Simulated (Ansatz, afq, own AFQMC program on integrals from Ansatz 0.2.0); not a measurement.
**Where AFQMC and coupled cluster stand for NO, quartet**

```tsv
atom	x (Å)	y (Å)	z (Å)
N	0.0000	0.0000	0.0000
O	0.0000	0.0000	1.6810
```

Basis 6-31G. Noble-gas cores (and the filled d shells of Ga–Kr and In–Xe) are frozen. Ansatz 0.2.0 and our own AFQMC program on the same integrals; the CISD trial comes from CCSD amplitudes, and released means the phaseless constraint is let go. Uncertainties: one standard error, sampling alone.

Determinant: UHF, the one that the program's search chose, which needn't be the lowest solution. The geometry is a point of a scan.

Full CI on the same integrals is exact in this basis and with this determinant's frozen core.

Cautions: lower spins were not checked; an unrestricted solution with more broken spin lies lower (283 meV, ⟨S²⟩ 4.15); strong correlation (T1 0.075, weight of the determinant 0.77, largest double 0.21); unrestricted determinant spin contaminated (⟨S²⟩ 4.03 against 3.75).

- T1 diagnostic: 0.0745
- weight of the determinant in the CISD state: 0.774
- ⟨S²⟩ of the determinant: 4.030
- size of the correlated space: 11 electrons in 16 orbitals

| level | correlation energy (eV) |
| --- | --- |
| MP2 | -3.5550 |
| CCSD | -4.8484 |
| CCSD(T) | -5.0052 |

(1) Estimate where AFQMC with the constraint released lies against CCSD(T) on the same integrals.

(1) 2.80 ± 0.30 mEh below CCSD(T).

Reference: full CI, correlation energy -5.089 eV. The released energy is read at 2.40 1/Eh (meV from the phaseless value at times in 1/Eh: -12 ± 5 at 0.24, -21 ± 5 at 0.51, -30 ± 5 at 0.99, -35 ± 5 at 1.62, -34 ± 8 at 2.40). The cautions show a poor starting determinant, so the rows tell how each method copes with it here, and full CI is the sure value.

```json
{"level": "CCSD(T)", "E − E(reference) (mEh)": "3.07", "share of correlation (%)": "98.36"}
{"level": "ph-AFQMC/CISD", "E − E(reference) (mEh)": "1.53 ± 0.17", "share of correlation (%)": "99.18"}
{"level": "released AFQMC", "E − E(reference) (mEh)": "0.27 ± 0.30", "share of correlation (%)": "99.85"}
```

A walk keeps the symmetry of its determinant, which the program's search chose and which needn't be the lowest solution, so a lower state of the same spin and another symmetry isn't excluded. Released energies are given only where the last usable release times agree within the noise; a slower fall can still hide under it.
